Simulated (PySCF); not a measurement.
**Frontier orbitals and the lowest excitations**

Acetophenone, C8H8O.
Atom-mapped SMILES: `[CH3:1][C:2](=[O:3])[c:4]1[cH:5][cH:6][cH:7][cH:8][cH:9]1` (hydrogens: H10, H11, H12 on C1; H13 on C5; H14 on C6; H15 on C7; H16 on C8; H17 on C9)

Geometry (GFN2-xTB, Å), atoms numbered from 1 in this order:
```xyz
17
C8H8O angstrom
C     -2.6122   -0.1326    0.6673
C     -1.6806    0.5806   -0.2831
O     -2.0915    1.3987   -1.0759
C     -0.2362    0.2361   -0.2049
C      0.2847   -0.6988    0.6886
C      1.6412   -0.9664    0.7020
C      2.4946   -0.3099   -0.1704
C      1.9876    0.6212   -1.0627
C      0.6335    0.8910   -1.0783
H     -2.5677   -1.2067    0.4996
H     -2.3267    0.0743    1.6966
H     -3.6285    0.2154    0.4995
H     -0.3599   -1.2224    1.3770
H      2.0362   -1.6922    1.3977
H      3.5529   -0.5246   -0.1535
H      2.6487    1.1352   -1.7446
H      0.2169    1.6131   -1.7648
```

Computed with PySCF 2.14.0, density-fitted response routines, TDDFT wB97X-D/def2-SVPD, vertical, gas phase, core orbitals frozen in the response.

Frontier orbitals with the atoms that hold most of them (Löwdin shares over 4%, at most four atoms; ? is withheld):

| orbital | ε (eV) | atoms |
| --- | --- | --- |
| HOMO-3 | -11.90 | C9 14%, C5 12%, C8 12%, C4 12% |
| HOMO-2 | -9.52 | C8 25%, C5 24%, C7 11%, C4 11% |
| HOMO-1 | -9.39 | C6 20%, C9 19%, C4 18%, C7 17% |
| HOMO | -9.33 | ? |
| LUMO | ? | ? |
| LUMO+1 | 1.24 | C6 18%, C8 18%, C5 18%, C9 18% |
| LUMO+2 | 2.27 | C1 14%, C5 12%, C6 10%, H13 9% |

(1) Which atoms hold the LUMO, and with what shares?

(2) Which atoms hold the HOMO, and with what shares?

(3) What is the LUMO energy, and the HOMO–LUMO gap?

## Answers

(1) C2 (bonded to 2 C and O) 19%; O3 (bonded to C) 18%; C7 (bonded to 2 C and H) 13%; C4 (bonded to 3 C) 12%. By element: carbon 45% or more, oxygen 18%.

(2) O3 (bonded to C) 62%; C2 (bonded to 2 C and O) 12%; C1 (bonded to C and 3 H) 11%; C4 (bonded to 3 C) 8%. By element: oxygen 62%, carbon 30% or more.

(3) ε(LUMO) = 0.00 eV; the gap is 9.33 eV (0.3429 hartree).

Q: How does S1 compare with the orbital gap of 9.33 eV?

A: S1 is at 3.98 eV (f = 0.0001), 5.35 eV below the gap, made of HOMO→LUMO (89%), HOMO→LUMO+4 (10%). 

Q: One configuration dominates each of S1 and S4. Which, and how do the shares of the two leading atoms of either orbital change from the occupied to the empty one?

A: 
- S1 (3.98 eV, f 0.0001), HOMO→LUMO (89%): O3 62% → 18%, C2 12% → 19%
- S4 (6.62 eV, f 0.0000), HOMO→LUMO+1 (97%): O3 62% → at most 19%, C2 12% → at most 19%, C6 at most 8% → 18%, C8 at most 8% → 18%

One conformer stands for the species.
